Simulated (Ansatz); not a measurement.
Basis-set extrapolation for C5H10O2 (`CC(C)(C)OC=O`) (PBE0-D4/def2-TZVP geometry, frozen core, the Gaussian-basis code of Ansatz). Multiplicity 1, RHF reference.

|  | def2-TZVPP | def2-QZVPP |
| --- | --- | --- |
| HF | -345.039633 | -345.055461 |
| MP2 correlation | -1.324059 | -1.415468 |
| CCSD(T) correlation | -1.426781 | not run |

Energies in hartree. Use E(X) = E(∞) + A·exp(−7.88·√X) for Hartree–Fock and E(X) = E(∞) + B·X^(−2.97) for correlation, with X = 3 and 4, and add CCSD(T) minus MP2 of the smaller set to the MP2 limit.

Q: What is the CCSD(T) energy at the basis-set limit?

A: HF limit: -345.055461 + (-0.015828) × 0.13774 = -345.05764. MP2 limit: -1.415468 + (-0.091409) × 0.74074 = -1.48318. Higher-order term: -1.426781 − (-1.324059) = -0.10272. Total: -346.64354 hartree, 4.82 eV below CCSD(T)/def2-TZVPP.
